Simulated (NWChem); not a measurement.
All runs are NWChem calculations. System: O$_{2}$S, charge 0, spin multiplicity 1, displaced from the optimised geometry. Level: PBE/cc-pVDZ, spin-restricted.

The NWChem input:

```
start mol
memory heap 200 mb stack 900 mb global 1100 mb
geometry units angstroms nocenter noautoz noautosym
  O      1.250381     0.000000    -0.371341
  S      0.000000     0.000000     0.371341
  O     -1.562977     0.000000    -0.557012
end
basis spherical
  * library cc-pvdz
end
dft
  xc xpbe96 cpbe96
  semidirect memsize 60000000 filesize 0
  iterations 100
end
task dft energy
```

Output (cleaned and shortened):

```
             Northwest Computational Chemistry Package (NWChem) 7.3.0
             --------------------------------------------------------

                                NWChem Input Module
                                -------------------

 Scaling coordinates for geometry "geometry" by  1.889725989
 (inverse scale =  0.529177249)

                             Geometry "geometry" -> ""
                             -------------------------

 Output coordinates in angstroms (scale by  1.889725989 to convert to a.u.)

  No.       Tag          Charge          X              Y              Z
 ---- ---------------- ---------- -------------- -------------- --------------
    1 O                    8.0000     1.25038100     0.00000000    -0.37134100
    2 S                   16.0000     0.00000000     0.00000000     0.37134100
    3 O                    8.0000    -1.56297700     0.00000000    -0.55701200

 Effective nuclear repulsion energy (a.u.)      95.8469176196

            Nuclear Dipole moment (a.u.)
            ----------------------------
        X                 Y               Z
 ---------------- ---------------- ----------------
    -4.7257662810     0.0000000000    -2.8069385122


 Summary of "ao basis" -> "" (spherical)
 ------------------------------------------------------------------------------
       Tag                 Description            Shells   Functions and Types
 ---------------- ------------------------------  ------  ---------------------
 *                          cc-pvdz                   on all atoms

  pbe96 is a nonlocal functional; adding pw91lda local functional.

                                 NWChem DFT Module
                                 -----------------

 Summary of "ao basis" -> "ao basis" (spherical)
 ------------------------------------------------------------------------------
       Tag                 Description            Shells   Functions and Types
 ---------------- ------------------------------  ------  ---------------------
 O                          cc-pvdz                  6       14   3s2p1d
 S                          cc-pvdz                  8       18   4s3p1d

 Summary of "ao basis" -> "ao basis" (spherical)
 ------------------------------------------------------------------------------
       Tag                 Description            Shells   Functions and Types
 ---------------- ------------------------------  ------  ---------------------
 O                          cc-pvdz                  6       14   3s2p1d
 S                          cc-pvdz                  8       18   4s3p1d

            General Information
            -------------------
          SCF calculation type: DFT
          Wavefunction type:  closed shell.
          No. of atoms     :     3
          No. of electrons :    32
           Alpha electrons :    16
            Beta electrons :    16
          Charge           :     0
          Spin multiplicity:     1
          Use of symmetry is: off; symmetry adaption is: off
          Maximum number of iterations: 100
          AO basis - number of functions:    46
                     number of shells:    20
          Convergence on energy requested:  1.00D-06
          Convergence on density requested:  1.00D-05
          Convergence on gradient requested:  5.00D-04

              XC Information
              --------------
          PerdewBurkeErnzerhof Exchange Functional  1.000
            Perdew 1991 LDA Correlation Functional  1.000 local
           PerdewBurkeErnz. Correlation Functional  1.000 non-local
[...]
 d= 0,ls=0.0,diis     2   -542.2390714841  5.72D+00  9.30D-02  2.57D+01     0.8
 d= 0,ls=0.0,diis     3   -546.9657657428 -4.73D+00  2.51D-02  1.10D+01     0.9
 d= 0,ls=0.0,diis     4   -548.1590786014 -1.19D+00  3.75D-03  7.01D-01     1.0
 d= 0,ls=0.0,diis     5   -548.1749480815 -1.59D-02  2.65D-03  5.38D-01     1.0
  Resetting Diis
 d= 0,ls=0.0,diis     6   -548.1713412920  3.61D-03  7.71D-05  5.56D-01     1.1
 d= 0,ls=0.0,diis     7   -548.1711068462  2.34D-04  6.97D-02  5.58D-01     1.2
 d= 0,ls=0.0,diis     8   -544.7385002244  3.43D+00  6.17D-02  2.29D+01     1.3
 d= 0,ls=0.0,diis     9   -548.2022871781 -3.46D+00  6.49D-03  3.12D-01     1.3
 d= 0,ls=0.0,diis    10   -548.2248045370 -2.25D-02  2.92D-03  1.04D-01     1.4
 d= 0,ls=0.0,diis    11   -548.2350798548 -1.03D-02  6.44D-04  1.12D-02     1.5
 d= 0,ls=0.0,diis    12   -548.2360687378 -9.89D-04  3.88D-04  2.45D-03     1.5
 d= 0,ls=0.0,diis    13   -548.2363190968 -2.50D-04  1.28D-04  1.19D-04     1.6
 d= 0,ls=0.0,diis    14   -548.2363324562 -1.34D-05  1.57D-05  1.33D-06     1.7
 d= 0,ls=0.0,diis    15   -548.2363326200 -1.64D-07  1.38D-06  3.34D-08     1.8

         Total DFT energy =     -548.236332620037
      One electron energy =     -946.273952619895
           Coulomb energy =      344.577971559719
    Exchange-Corr. energy =      -42.387269179422
 Nuclear repulsion energy =       95.846917619561

 Numeric. integr. density =       32.000000163175

     Total iterative time =      1.4s

                       DFT Final Molecular Orbital Analysis
                       ------------------------------------

 Vector   14  Occ=2.000000D+00  E=-2.873021D-01
              MO Center= -1.3D-01, -2.4D-09, -2.2D-01, r^2= 2.6D+00
   Bfn.  Coefficient  Atom+Function         Bfn.  Coefficient  Atom+Function
  ----- ------------  ---------------      ----- ------------  ---------------
     6      0.428128  1 O  pz                36      0.400238  3 O  px
     9      0.308801  1 O  pz                39      0.279823  3 O  px
    18     -0.237023  2 S  s                 24     -0.228357  2 S  pz
     4      0.153854  1 O  px                27     -0.142726  2 S  pz
     7      0.111441  1 O  px                38      0.107636  3 O  pz

 Vector   15  Occ=2.000000D+00  E=-2.823200D-01
              MO Center= -7.8D-01,  2.5D-09, -3.9D-01, r^2= 2.1D+00
   Bfn.  Coefficient  Atom+Function         Bfn.  Coefficient  Atom+Function
  ----- ------------  ---------------      ----- ------------  ---------------
    37      0.517496  3 O  py                40      0.374409  3 O  py
     5     -0.327980  1 O  py                 8     -0.255448  1 O  py
    26      0.187818  2 S  py                23      0.180296  2 S  py
    28     -0.094599  2 S  d -2

 Vector   16  Occ=2.000000D+00  E=-2.456888D-01
              MO Center= -1.3D+00, -1.0D-10, -4.7D-01, r^2= 1.2D+00
   Bfn.  Coefficient  Atom+Function         Bfn.  Coefficient  Atom+Function
  ----- ------------  ---------------      ----- ------------  ---------------
    38      0.576964  3 O  pz                41      0.422665  3 O  pz
    18     -0.227280  2 S  s                 36     -0.220957  3 O  px
    39     -0.162445  3 O  px                25     -0.132088  2 S  px
     4     -0.131218  1 O  px                 3      0.107545  1 O  s
     7     -0.102336  1 O  px                 6      0.071937  1 O  pz

 Vector   17  Occ=0.000000D+00  E=-1.882756D-01
              MO Center= -2.0D-01, -6.3D-11, -3.7D-02, r^2= 2.2D+00
   Bfn.  Coefficient  Atom+Function         Bfn.  Coefficient  Atom+Function
  ----- ------------  ---------------      ----- ------------  ---------------
    23      0.465121  2 S  py                26      0.399277  2 S  py
    37     -0.397659  3 O  py                 5     -0.370897  1 O  py
     8     -0.308290  1 O  py                40     -0.308299  3 O  py
    29      0.058724  2 S  d -1

 Vector   18  Occ=0.000000D+00  E=-7.262059D-02
              MO Center= -3.4D-01,  5.8D-12, -7.4D-02, r^2= 2.1D+00
   Bfn.  Coefficient  Atom+Function         Bfn.  Coefficient  Atom+Function
  ----- ------------  ---------------      ----- ------------  ---------------
    27      0.497619  2 S  pz                36      0.422765  3 O  px
    24      0.389070  2 S  pz                39      0.387990  3 O  px
    18     -0.326791  2 S  s                 35      0.291751  3 O  s
    25      0.272425  2 S  px                22      0.262891  2 S  px
     4     -0.256110  1 O  px                 7     -0.239109  1 O  px

 Vector   19  Occ=0.000000D+00  E= 1.147399D-02
              MO Center=  2.6D-02,  2.4D-11,  3.5D-01, r^2= 2.2D+00
   Bfn.  Coefficient  Atom+Function         Bfn.  Coefficient  Atom+Function
  ----- ------------  ---------------      ----- ------------  ---------------
    25      0.903803  2 S  px                 3     -0.705535  1 O  s
    18      0.549602  2 S  s                 27     -0.380006  2 S  pz
    22      0.356001  2 S  px                 7      0.309859  1 O  px
     9     -0.247926  1 O  pz                 4      0.243058  1 O  px
    38      0.228937  3 O  pz                 6     -0.216835  1 O  pz

 center of mass
 --------------
 x =  -0.14772118 y =   0.00000000 z =  -0.08793591

 moments of inertia (a.u.)
 ------------------
          40.847554866633           0.000000000000         -22.375337701311
           0.000000000000         268.289906891349           0.000000000000
         -22.375337701311           0.000000000000         227.442352024716

     Multipole analysis of the density
     ---------------------------------

     L   x y z        total         alpha         beta         nuclear
     -   - - -        -----         -----         ----         -------
     0   0 0 0     -0.000000    -16.000000    -16.000000     32.000000

     1   1 0 0      0.425035      2.575401      2.575401     -4.725766
     1   0 1 0      0.000000      0.000000      0.000000      0.000000
     1   0 0 1      0.754043      1.780491      1.780491     -2.806939

     2   2 0 0    -20.056410    -67.255935    -67.255935    114.455461
     2   1 1 0     -0.000000     -0.000000     -0.000000      0.000000
     2   1 0 1     -0.387038     -5.996916     -5.996916     11.606794
     2   0 2 0    -15.641141     -7.820570     -7.820570      0.000000
     2   0 1 1      0.000000      0.000000      0.000000      0.000000
     2   0 0 2    -16.727739    -18.704883    -18.704883     20.682027

 Task  times  cpu:        1.7s     wall:        1.7s

 Total times  cpu:        1.8s     wall:        1.8s
```
